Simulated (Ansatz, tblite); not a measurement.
Cost and result up the ladder for the cluster P₃ (the lowest doublet isomer of a short search) (3 atoms). Total charge 0; doublet. Geometry: PBE0-D4/def2-TZVP.

| atom | x (Å) | y (Å) | z (Å) |
| --- | --- | --- | --- |
| P1 | -1.005 | 0.406 | -0.418 |
| P2 | 0.499 | -1.006 | -0.564 |
| P3 | 0.507 | 0.601 | 0.982 |

Ansatz on 4 threads of Intel Xeon on a shared host; xTB runs through tblite on one thread. Times are rough, summed over both states, and most runs start from the orbitals of an earlier one. ωB97M-V/def2-TZVP serves as the yardstick here, not as an exact answer. The other state is a quartet at its own geometry.

The xTB rows come from tblite. Correlated methods freeze 15 core orbitals. In CCSD on the charge 0 doublet the largest single amplitude is 0.17, so its Hartree–Fock determinant may place the open shell otherwise than the density functionals do. The structure comes from a short search, and lower isomers may exist.

Run but left out: HF/STO-3G, HF/def2-TZVP, HF/def2-TZVPP, MP2/def2-TZVP, MP2/def2-TZVPP (doublet: ⟨S²⟩ 1.13 to 1.37, where a pure state has 0.75).

Correlated methods converge slowly with the basis.

xTB has no spin-polarisation term.

| level | functions | quartet − doublet (eV) | difference from ωB97M-V/def2-TZVP (eV) | remarks |
| --- | --- | --- | --- | --- |
| PBE-D4/def2-TZVP (with forces) | 111 | 2.10 | -0.11 | – |
| B2PLYP/def2-TZVP | 111 | 2.09 | -0.13 | spin-contaminated (⟨S²⟩ 0.88) (doublet) |
| ωB97M-V/def2-TZVP | 111 | 2.21 | 0.00 | – |
| GFN2-xTB | 27 | 2.10 | -0.11 | – |
| RPA@PBE/def2-TZVP | 111 | 2.10 | -0.12 | – |
| r2SCAN0-D4/def2-TZVP | 111 | 2.00 | -0.21 | spin-contaminated (⟨S²⟩ 0.85) (doublet) |
| GFN1-xTB | 27 | 2.36 | 0.15 | – |
| B97M-V/def2-TZVP | 111 | 2.23 | 0.02 | – |
| CCSD(T)/def2-TZVPP | 126 | 2.13 | -0.08 | large T1 (0.049) (doublet), spin-contaminated (⟨S²⟩ 1.13) (doublet) |
| r2SCAN-D4/def2-TZVP | 111 | 2.05 | -0.17 | – |
| PBE0-D4/def2-TZVP | 111 | 2.06 | -0.16 | – |

**Question.** Estimate how long each takes.

**Answer.** GFN2-xTB 0.019 s; GFN1-xTB 0.025 s; PBE-D4/def2-TZVP (with forces) 5.1 s; RPA@PBE/def2-TZVP 6.1 s; r2SCAN-D4/def2-TZVP 12 s; B2PLYP/def2-TZVP 14 s; r2SCAN0-D4/def2-TZVP 14 s; PBE0-D4/def2-TZVP 14 s; B97M-V/def2-TZVP 15 s; CCSD(T)/def2-TZVPP 29 s; ωB97M-V/def2-TZVP 33 s. On shared hardware such times vary by a factor of up to 3.
